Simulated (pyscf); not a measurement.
Single points on ωB97X-D3(BJ)/def2-SVP structures (PySCF, gas phase).

### Question
Estimate the classical barrier height and the reaction energy of Cl–Ga(Cl)–SeH + H• → [Cl–Ga–SeH]• + HCl at r²SCAN/def2-TZVP. The step runs on the doublet surface, breaks Cl–Ga and forms Cl–H; take the separated reactants as zero.

### Answer
ΔE‡ = 5.6 kcal/mol, ΔE = -6.9 kcal/mol. ωB97M-D3(BJ)/def2-TZVP gives 13.5 kcal/mol and -7.6 kcal/mol. Zero-point energy shifts the barrier by +0.5 kcal/mol. It is an atom transfer, with an imaginary mode of 1126i cm⁻¹. On the product side the descent ends in a complex, 5.9 kcal/mol under the separated species and 24.7 kcal/mol under the saddle at ωB97X-D3(BJ)/def2-TZVP. At ωB97X-D3(BJ)/def2-TZVP the barrier from the zero used here is 16.0 kcal/mol. The same reactants have a lower exit, to H₂Se + [Cl–Ga–Cl]• (barrier +3.4 kcal/mol at ωB97M-D3(BJ)/def2-TZVP, against +13.5 kcal/mol here). This is the saddle that the search found; another between the same sides may lie lower. The angle at the transferred Cl is 178°. Elements up to Kr have no core potential and no relativistic terms here.
